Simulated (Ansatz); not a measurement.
# H4O2Si: the cost of one run

All numbers below are computed with Ansatz 0.2.0 (RKS B3LYP-D4/def2-mTZVP).

## Step 1: The system as given

Bond lengths: Si1–O2 1.680 Å, O2–H3 1.010 Å, Si1–O4 1.680 Å, O4–H5 1.010 Å, Si1–H6 1.459 Å, Si1–H7 1.459 Å. Angles: Si1–O2–H3 109.5°, O2–Si1–O4 109.4°, O2–Si1–H6 109.5°, O2–Si1–H7 109.5°, O4–Si1–H6 109.5°, O4–Si1–H7 109.5°, H6–Si1–H7 109.5°, Si1–O4–H5 109.5°.

As a file:

```xyz
7

Si    0.0000    0.0000    0.0000
O     0.0000    0.0000    1.6800
H    -0.9095   -0.2814    2.0171
O     1.5842    0.0000   -0.5594
H     1.9006   -0.9521   -0.6761
H    -0.6877    1.1914   -0.4862
H    -0.6877   -1.1914   -0.4862
```

## Step 2: Relaxing the start

The input, input.yaml:

```yaml
crystal:
  periodic: [false, false, false]
  atoms:
    - { symbol: Si, position_ang: [0.0, 0.0, 0.0] }
    - { symbol: O, position_ang: [0.0, 0.0, 1.68] }
    - { symbol: H, position_ang: [-0.9095, -0.2814, 2.0171] }
    - { symbol: O, position_ang: [1.5842, 0.0, -0.5594] }
    - { symbol: H, position_ang: [1.9006, -0.9521, -0.6761] }
    - { symbol: H, position_ang: [-0.6877, 1.1914, -0.4862] }
    - { symbol: H, position_ang: [-0.6877, -1.1914, -0.4862] }
basis:
  gaussian: { orbitals: def2-mTZVP }
hamiltonian:
  xc: b3lyp
  dispersion: d4
relax:
  f_tol: 0.02
  max_steps: 40
```

On the command line:

```sh
ansatz run input.yaml --threads 1 --pin off --max-ram 2048MiB --backend cpu --events-out ev --progress --plain --runs-dir out
```

What time and memory should one allow on 1 thread of AMD EPYC 7R43 (Zen 3), shared host?

About 24 s, with a peak of 0.15 GiB.
